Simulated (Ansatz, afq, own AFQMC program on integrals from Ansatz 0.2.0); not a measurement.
Two steps: Ansatz 0.2.0 writes the Fock matrix and Cholesky factors of the valence space, and afq projects on them the lowest state that overlaps trial and start.

```yaml
crystal:
  periodic: [false, false, false]
  atoms:
    - {symbol: Ge, position_ang: [0.000000, 0.000000, 0.000000]}
basis:
  gaussian: {orbitals: aug-cc-pVTZ}
magnetization: {spin_polarized: true, initial_magnetization: 2}
correlation: {method: ccsd_t, electrons: outside_noble_gas, hamiltonian_folder: ham}
```

```sh
$ ansatz run in.yaml --threads 1 --pin off --events-out ev --progress --plain --max-ram 24576MiB --backend cuda --devices 0, --max-vram 18GiB
```

Options of the walk:

```
--method phaseless --trial hf --walkers 4000 --populations 20 --least-time 40 --time-step 0.005 --steps-per-block 20 --equilibration-blocks 112 --max-blocks 4000 --target-error 0.00036 --factor-cut 1e-05 --start spin_pure --seed 8569 --taylor-order 6
```

Times are imaginary, in 1/Eh. The walk had a cap of 54 s. With eight or more populations the least sampling time is a fifth of least-time, and the error comes from their spread. Filled inner d shells are frozen with the cores.

Log:

```
orbitals 45  electrons 3 1  factors 310 of 375
reference energy -2075.36117488 Eh
CCSD correlation -0.06550840 Eh in 9 cycles, weight of the determinant in the CISD state 0.9435
energy of the start -2075.361257 Eh
 block  time / (1/Eh)  mean weight  energy / Eh
     1     0.100  1.0001  -2075.370299
     2     0.200  1.0003  -2075.377848
     3     0.300  1.0002  -2075.383849
     4     0.400  1.0002  -2075.388971
     5     0.500  1.0003  -2075.393183
     7     0.700  1.0002  -2075.400174
     9     0.900  1.0002  -2075.406615
    13     1.300  1.0001  -2075.413912
    21     2.100  1.0001  -2075.421834
    25     2.500  1.0001  -2075.423188
    29     2.900  1.0002  -2075.424510
    37     3.700  1.0001  -2075.426197
    45     4.500  0.9998  -2075.426974
    53     5.300  0.9996  -2075.427883
    61     6.100  1.0000  -2075.427536
    69     6.900  1.0000  -2075.428425
    77     7.700  0.9998  -2075.429210
    85     8.500  1.0000  -2075.427131
    93     9.300  0.9998  -2075.427081
   101    10.100  1.0001  -2075.428586
   109    10.900  1.0002  -2075.426834
   117    11.700  1.0001  -2075.428187
   125    12.500  0.9999  -2075.427663
   133    13.300  0.9998  -2075.427545
   141    14.100  1.0001  -2075.426935
   149    14.900  1.0002  -2075.427864
   157    15.700  0.9998  -2075.426987
   165    16.500  1.0001  -2075.427497
   173    17.300  0.9999  -2075.427398
   181    18.100  1.0000  -2075.426316
   189    18.900  0.9998  -2075.426880
error from the spread of 20 populations
energy -2075.427104 +/- 0.000301 Eh
(rows thinned)
```

The run passed its tests (sampling time, drift between the halves within three errors, error under three times the target), which doesn't prove that it has relaxed.

Against this walk (error 8.2 meV) on the same determinant: CCSD(T) 41.5 meV lower, CCSDT(Q) 57.6 meV lower, full CI 57.9 meV lower, a separate phaseless walk with a CISD trial and standard settings 52.2 ± 8.2 meV lower. The error is statistical and leaves out the bias of the constraint. Full CI is exact here, so the walk's 58 meV above it is the walk's own error: the bias of the constraint with this trial.

Cautions: constraint bias not in the error; no relativity below Rb; no spin-orbit coupling; inner d shell frozen.

The walk took 25 s on 1 × NVIDIA H100 80GB HBM3 with 2 threads of AMD EPYC 7R13 Processor (Zen 3), on a shared host (the card was shared). The log's last line is the phaseless energy.

CCSDT and higher add their correlation energy to the determinant of the CCSD(T) run, since their own runs factorise the integrals more tightly (a shift of under 2 meV). A walk keeps the symmetry of its determinant, which the program's search chose and which needn't be the lowest solution, so a lower state of the same spin and another symmetry isn't excluded.
